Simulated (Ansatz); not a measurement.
A run of Ansatz (development build ahead of 0.2.0) on triplet MgSiCl(+) at this shape:

```xyz
3

Si    0.0000    0.0000    0.0000
Mg    0.0000    3.6515    0.0000
Cl    0.0000   -3.0864    0.0000
```

Its results:

- Converged: yes
- Total energy: -949.30154 hartree
- Spin squared of the determinant: 2.000
- Stability test: minimum among restricted orbitals

Problem. Which input gives this output? Name the method, the orbitals and the basis set, and write the input.

Solution. r²SCAN (restricted open-shell) in pcseg-2.

```yaml
crystal:
  periodic: [false, false, false]
  atoms:
    - { symbol: Si, position_ang: [0.0, 0.0, 0.0] }
    - { symbol: Mg, position_ang: [0.0, 3.6515, 0.0] }
    - { symbol: Cl, position_ang: [0.0, -3.0864, 0.0] }
basis:
  gaussian: { orbitals: pcseg-2 }
total_charge: 1
magnetization:
  initial_magnetization: 2
hamiltonian:
  xc: r2scan
```

Caution: other spin multiplicities may lie lower.
